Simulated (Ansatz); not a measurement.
What does this script print? It uses Ansatz's Python interface.

`run_cas.py`:
```python
'''Active-space calculation on C2H2O.'''

import logging
import sys

import ansatz as az
from rdkit import Chem
from rdkit.Chem import AllChem

logging.basicConfig(stream=sys.stdout, format='[%(levelname)s] %(message)s')
log = logging.getLogger('calc')
log.setLevel(logging.INFO)

# a force-field geometry from the SMILES
rd = Chem.AddHs(Chem.MolFromSmiles('C=C=O'))
AllChem.EmbedMolecule(rd, randomSeed=36)
AllChem.UFFOptimizeMolecule(rd)
mol = az.Crystal.molecule()
for atom, xyz in zip(rd.GetAtoms(), rd.GetConformer().GetPositions()):
    mol = mol.atom(atom.GetSymbol(), xyz.round(5).tolist())

base = (
    mol.calculation()
    .basis(gaussian='6-31G*')
    .correlation(active_electrons=4, active_orbitals=5)
)
for method in [None]:
    rep = (base if method is None else base.correlation(method)).run(threads=1).report
    space = rep['configurations']
    state = space['states'][0]
    print(method or 'casscf', f'total {rep["free_energy_ev"] / 27.211386246:.6f} Ha, active-space state {state["energy"]["hartree"]:.6f} Ha, mean field {rep["reference_energy_ev"] / 27.211386246:.6f} Ha')
    print('  determinants', state['n_determinants'], ' natural occupations', [round(n, 3) for n in space['natural_occupations']])
print('effectively unpaired electrons, sum of min(n, 2 - n):', round(sum(min(n, 2 - n) for n in space['natural_occupations']), 3))
```

```console
$ python run_cas.py
casscf total -151.784401 Ha, active-space state -151.784401 Ha, mean field -151.709124 Ha
  determinants 100  natural occupations [1.975, 1.941, 0.059, 0.024, 0.002]
effectively unpaired electrons, sum of min(n, 2 - n): 0.169
```

Caveats:
- Total energies depend on the basis set; only differences at equal settings carry meaning.
- The geometry is a force-field or estimated start, not a minimum of this method, and the basis set is short of its limit. The active space starts as a window about the frontier orbitals and is then optimised, not chosen by chemistry.
- Timing: 2.5 s on 1 thread of Arm Neoverse V2 (shared host), peak memory 0.21 GiB.
